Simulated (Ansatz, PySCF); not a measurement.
Dissociation curve of SMILES S=C=S. The C1–S3 bond (C1 also carries S; S3 carries nothing else) is stretched with both fragments frozen at the PBE0/def2-TZVP optimised geometry. Each curve is given relative to its own lowest point near equilibrium.

| R / Å | A | B | C |
|---|---|---|---|
| 1.23 | 5.269 | 5.356 | 5.374 |
| 1.31 | 2.557 | 2.624 | 2.629 |
| 1.40 | 0.874 | 0.916 | 0.911 |
| 1.45 | 0.375 | 0.402 | 0.395 |
| 1.50 | 0.101 | 0.114 | 0.109 |
| 1.55 | 0.000 | 0.000 | 0.000 |
| 1.60 | 0.030 | 0.019 | 0.029 |
| 1.65 | 0.159 | 0.138 | 0.164 |
| 1.70 | 0.360 | 0.331 | 0.380 |
| 1.80 | 0.899 | 0.860 | 0.979 |
| 1.95 | 1.850 | 1.808 | 2.093 |
| 2.10 | 2.785 | 2.749 | 3.222 |
| 2.35 | 4.062 | 4.020 | 4.659 |
| 2.55 | 4.780 | 4.686 | 5.369 |
| 2.78 | 5.328 | 5.133 | 5.874 |
| 3.05 | 5.716 | 5.401 | 6.217 |
| 3.45 | 6.019 | 5.570 | 6.468 |
| 3.78 | 6.142 | 5.632 | 6.564 |
| 4.23 | 6.221 | 5.674 | 6.629 |
| 4.65 | 6.253 | 5.694 | 6.659 |
| 5.45 | 6.276 | 5.713 | 6.687 |

Energies in eV.

Assign the columns to these levels of theory: CCSD(T) on RHF/cc-pVTZ, frozen core (Ansatz, an electronic-structure program); restricted B3LYP/6-311+G**, spherical d (PySCF); Ansatz with MP2 on RHF/cc-pVTZ, frozen core.

A is RKS-B3LYP/6-311+G**; B is RCCSD(T); C is RMP2.

The restricted form behind RMP2, RKS-B3LYP/6-311+G** keeps the bonding electrons paired and can't separate into open-shell fragments.
